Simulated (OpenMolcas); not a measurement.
CClO+ (SMILES [O+]#CCl): the vertical ionisation energy from total energies

CClO+: 3 atoms, total charge +1, spin state singlet. As SMILES, `[O+]#CCl`. The coordinates come from a GFN2-xTB relaxation.

```tsv
atom	x (Å)	y (Å)	z (Å)
O	-0.6774	1.0279	-0.2559
C	-0.0746	0.1095	-0.0286
Cl	0.7519	-1.1374	0.2844
```

Both states at this one shape; open shells run unrestricted unless said. 1 Eh = 27.2114 eV.

| level | program | singlet CClO+ (Eh) | doublet [CClO]2+ (Eh) | HOMO of the first (eV) |
| --- | --- | --- | --- | --- |
| SVWN5/STO-3G | OpenMolcas | -564.220007 | -563.391029 | -17.36 |
| r2SCAN/STO-3G | OpenMolcas | -566.579220 | -565.750062 | -17.70 |
| B3LYP/STO-3G | OpenMolcas | -566.604514 | -565.777811 | -18.44 |
| M06-2X/STO-3G | OpenMolcas | -566.637901 | -565.806781 | -19.94 |

Work out the vertical ionisation energy at each level.


1. SVWN5/STO-3G: -563.391029 − (-564.220007) = 0.828978 Eh = 22.56 eV; −ε(HOMO) = 17.36 eV.
2. r2SCAN/STO-3G: -565.750062 − (-566.579220) = 0.829158 Eh = 22.56 eV; −ε(HOMO) = 17.70 eV.
3. B3LYP/STO-3G: -565.777811 − (-566.604514) = 0.826703 Eh = 22.50 eV; −ε(HOMO) = 18.44 eV.
4. M06-2X/STO-3G: -565.806781 − (-566.637901) = 0.831120 Eh = 22.62 eV; −ε(HOMO) = 19.94 eV.

No measured value is set beside it here; the levels span 22.50 to 22.62 eV. In semi-local functionals −ε(HOMO) lies far under the ionisation energy, a result of self-interaction, while the difference of totals does much better. Minimal sets are far from the basis-set limit.
